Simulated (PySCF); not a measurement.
Silicon: a sound run and one with changed settings

Sound run: Si [Ne] 3s2 3p2, Si+ [Ne] 3s2 3p1. All numbers are calculated (PySCF 2.14, the spin-free X2C one-electron Hamiltonian (Gaussian nucleus), in cc-pVDZ-DK (4s3p1d, 18 functions)). In the sound run the correlated levels freeze [Ne]. The sound run starts from symmetry-adapted Hartree-Fock orbitals and uses a fine grid where one is needed.

Changed run: the non-relativistic Hamiltonian (point nucleus). This setting is unsound on purpose.

```json
{"species": "Si", "method": "UHF", "sound run (hartree)": "-289.45207", "changed run (hartree)": "-288.72775", "converged": "yes"}
{"species": "Si", "method": "BP86", "sound run (hartree)": "-290.00322", "changed run (hartree)": "-289.27940", "converged": "yes"}
{"species": "Si", "method": "LDA", "sound run (hartree)": "-288.79947", "changed run (hartree)": "-288.07593", "converged": "yes"}
{"species": "Si", "method": "MP2", "sound run (hartree)": "-289.49698", "changed run (hartree)": "-288.77265", "converged": "yes"}
{"species": "Si", "method": "CCSD(T)", "sound run (hartree)": "-289.51699", "changed run (hartree)": "-288.79271", "converged": "yes"}
{"species": "Si+", "method": "UHF", "sound run (hartree)": "-289.17161", "changed run (hartree)": "-288.44680", "converged": "yes"}
{"species": "Si+", "method": "BP86", "sound run (hartree)": "-289.70012", "changed run (hartree)": "-288.97574", "converged": "yes"}
{"species": "Si+", "method": "LDA", "sound run (hartree)": "-288.49772", "changed run (hartree)": "-287.77360", "converged": "yes"}
{"species": "Si+", "method": "MP2", "sound run (hartree)": "-289.20633", "changed run (hartree)": "-288.48153", "converged": "yes"}
{"species": "Si+", "method": "CCSD(T)", "sound run (hartree)": "-289.22527", "changed run (hartree)": "-288.50055", "converged": "yes"}
```

Ionisation energy of Si:

```tsv
method	sound run (eV)	changed run (eV)
UHF	7.632	7.645
BP86	8.248	8.263
LDA	8.211	8.227
MP2	7.909	7.922
SCS-MP2	7.837	7.850
CCSD	7.928	7.941
CCSD(T)	7.938	7.950
```

Most of the change in total energy is the relativistic energy itself. On top of that the contraction fixes the core shape for the Hamiltonian it was made with, so the changed run is not a good calculation with the other Hamiltonian either.

For comparison, NIST gives 8.152 eV between the lowest levels.
